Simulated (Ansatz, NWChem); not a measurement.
Predicting a hybrid from its neighbours: C4H8 (cyclobutane)

The species is C4H8 (12 atoms), meant as a singlet with charge 0. SMILES: `C1CCC1`. Geometry: relaxed at PBE0-D4/def2-TZVP.

The electronic atomisation energy y, in eV, basis 6-31G(d); a is the functional's share of exact exchange. Programs: Ansatz 0.2.0, NWChem 7.3.0.

| functional | program | a | y (eV) |
| --- | --- | --- | --- |
| TPSS | NWChem | 0 | 50.39 |
| r2SCAN | Ansatz | 0 | 49.95 |
| B3LYP | Ansatz | 0.2 | 49.77 |
| PBE0 | Ansatz | 0.25 | ? |
| r2SCAN0 | Ansatz | 0.25 | 49.58 |
| BHLYP | Ansatz | 0.5 | 48.73 |

Problem. Fit y = c + s·a to the known rows and predict PBE0.

Solution. 
1. Means of the 5 rows: a = 0.1900, y = 49.684.
2. Σ(Δa)² = 0.172, Σ(Δa·Δy) = -0.4858, so the slope is -0.4858/0.172 = -2.8244.
3. Intercept: 49.684 − (-2.8244) × 0.1900 = 50.221. The largest residual of the fit is 0.27.
4. PBE0: 50.221 + (-2.8244) × 0.25 = 49.51 eV.

The run gave 50.39 eV, so the prediction is off by -0.88 eV, more than the scatter of the fit. The rows mix families of semi-local functionals, which the line can't see.
